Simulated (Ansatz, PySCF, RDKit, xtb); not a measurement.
**Solving CPO, step by step**

Task: start from the formula CPO (odd number of electrons), draw up candidate structures, narrow them down in stages, and characterise the one that lies lowest at 400 K.

The funnel: GFN2-xTB relaxations, single points with a density functional, relaxations at B3LYP-D4/def2-TZVP, harmonic vibrations, and a last energy at a higher level. All values are calculated.

6 further runs of the same task are left out: 6 set aside as unsound or not needed.

## Step 1: Possible bonding patterns

A program enumerates the bonding patterns with one Lewis structure each (two rings at most, one unusual centre or charged pair), with their diastereomers. O–O, O–halogen and N–halogen bonds and N–N–N chains are not drawn. That gives 3 candidates.

```csv
label,SMILES,spin
c156,O=C=[P],doublet
c479,[C]1=PO1,doublet
c928,[C]#P=O,doublet
```

Candidates are built by distance geometry, with a force field where one applies, in up to four conformers (letters a to d). 2 starts with atoms placed at random are added, to find patterns that the rules miss.

**Question.** With final energies at CCSD(T)/def2-TZVPP, which structure will this search put lowest in free energy, and by what margin?

| quantity | value |
| --- | --- |
| lowest structure found | O=C=[P], doublet, C∞v |
| next finalist | [C]1[O][P]1 ‡, doublet, 47.7 kcal/mol higher in G |
| share at equilibrium, among the finalists | 100.0 % |
| harmonic wavenumbers, lowest and highest (B3LYP-D4/def2-TZVP) | 418 and 1981 cm⁻¹ |
| rotational constants, same geometry | 0.1904 cm⁻¹ |
| dipole moment (PBE0/def2-TZVPD) | 0.78 D |
| HOMO energy (highest over α and β) (PBE0/def2-TZVPD) | -6.97 eV |
| LUMO energy (lowest over α and β) (PBE0/def2-TZVPD) | -4.57 eV |
| lowest excitation (TD-PBE0/def2-SVPD) | 0.14 eV (f = 0.000) |
| vertical ionisation energy (to the singlet cation) | 10.65 eV |
| vertical electron affinity | 2.39 eV |
| vertical quartet less doublet | +3.48 eV |

`O=C=[P]` comes out lowest. The margin of 47.7 kcal/mol over the next finalist is beyond the usual error of the last level; it says nothing of structures that weren't ranked. GFN2-xTB, HF/STO-3G, r2SCAN-D4/def2-SVP, B3LYP-D4/def2-TZVP, HF/def2-TZVPP and MP2/def2-TZVPP already put its bonding pattern lowest among the structures in one piece. A large T1 diagnostic among the finalists warns that one reference determinant may not suffice. It concerns: the finalist [C]#P=O (doublet). The lowest root, under 0.4 eV, can be the other component of a degenerate ground state rather than an excitation. The stability test raises a flag; for an open shell a flag towards a general spinor solution can be the free rotation of the spin. The search is not exhaustive (a finite list of starts, one conformer a finalist), so a lower isomer can't be ruled out.

‡ marks the bonded skeleton alone, with all bonds drawn single: no Lewis structure was assigned that passes a check against the bond lengths.
